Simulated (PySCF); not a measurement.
# LiHF+, an ion with solvent molecules: interaction energy

One table from this session's results is given with a row withheld; the runs are named, their logs left out.

Computed with PySCF 2.14.0; each step states its level. No surroundings beyond the atoms listed, unless a continuum is named. Atoms count from 0, parts from 1.

## Starting point

3 atoms, charge 1, multiplicity 1; geometry: GFN2-xTB. Parts: 1 = atom 0, `[Li+]`, charge 1; 2 = atoms 1–2, `F`, charge 0.

Set-up of the first run:

The job: settings as JSON, then the geometry in Å.

```
{"job": {"xc": "PBE0", "basis": "def2-TZVPD", "d3": "d3bj", "grid": 3, "kind": "geom", "shake": 0.01}, "charge": 1, "multiplicity": 1, "parts": [{"atoms": "0-0", "charge": 1, "multiplicity": 1}, {"atoms": "1-2", "charge": 0, "multiplicity": 1}]}
Li     0.193926     0.140960     0.112056
F      1.108929     1.615393     0.012077
H      1.611564     2.415551    -0.044969
```

On the command line:

```bash
> OMP_NUM_THREADS=1 python cluster_run.py task.json out
```

One launch serves the whole session: the jobs run in the order shown.

Steps of the session up to this table: Relaxing the molecule at PBE0-D3(BJ)/def2-TZVPD; Coupled-cluster interaction energy: CCSD(T) and MP2, 1.80 Å; Coupled-cluster interaction energy: CCSD(T) and MP2, 1.89 Å; Coupled-cluster interaction energy: CCSD(T) and MP2, 1.98 Å; Coupled-cluster interaction energy: CCSD(T) and MP2, 1.71 Å; Coupled-cluster interaction energy: CCSD(T) and MP2, 2.25 Å; Coupled-cluster interaction energy: CCSD(T) and MP2, 1.62 Å; Coupled-cluster interaction energy: CCSD(T) and MP2, 2.70 Å; Coupled-cluster interaction energy: CCSD(T) and MP2, 3.60 Å.

One of the session's tables, all rows but one given; the rest of the session is left out.

It belongs to the step «Coupled-cluster interaction energy: CCSD(T) and MP2, 3.60 Å». 

```
                 method  interaction energy (kcal/mol)
         HF/aug-cc-pVDZ                          -7.90
        MP2/aug-cc-pVDZ                          -7.31
       CCSD/aug-cc-pVDZ                              ?
    CCSD(T)/aug-cc-pVDZ                          -7.26
         HF/aug-cc-pVQZ                          -7.92
        MP2/aug-cc-pVQZ                          -7.40
    SCS-MP2/aug-cc-pVQZ                          -7.40
      MP2, extrapolated                          -7.42
CCSD(T), limit estimate                          -7.38
```

Estimate the missing values for CCSD/aug-cc-pVDZ.

As computed: interaction energy (kcal/mol): -7.33. In the column «interaction energy (kcal/mol)» it lies between CCSD(T), limit estimate (-7.38) and MP2/aug-cc-pVDZ (-7.31).
